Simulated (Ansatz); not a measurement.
Results of PBE-D3(BJ) (Ansatz, a first-principles code, plane waves, PAW) for bcc Rb.

Settings: plane-wave cutoff 520 eV, 14×14×14 k mesh, Fermi–Dirac smearing 0.05 eV, scalar-relativistic PAW data made under PBE.

Equation-of-state points:

```csv
V (Å³/atom),E − E_lowest (meV/atom),P (GPa)
80.489,3.33,0.218
82.202,1.43,0.138
83.914,0.34,0.066
85.627,0.00,-0.001
87.339,0.33,-0.061
89.052,1.28,-0.116
90.764,2.79,-0.166
```

Problem. What bulk modulus B0 and pressure derivative B′ does a third-order Birch–Murnaghan fit give?

Solution. V0 = 85.609 Å³/atom, B0 = 3.16 GPa, B′ = 3.7 (fit to the energies at full precision).

Measured, for comparison: bulk modulus 2.92 GPa (corrected for temperature and zero-point phonon effects, our sources range from 2.92 to 3.60; as tabulated in Levämäki et al. (2014), arXiv:1402.3671); equilibrium volume per atom 86.68 Å³/atom (low-temperature or extrapolated to 0 K; zero-point anharmonic expansion removed; as tabulated in Csonka et al. (2009), arXiv:0903.4037). Computed (rounded) less measured: bulk modulus not scored (sources differ), equilibrium volume per atom -1.2 %.

Computed values are for the static lattice.
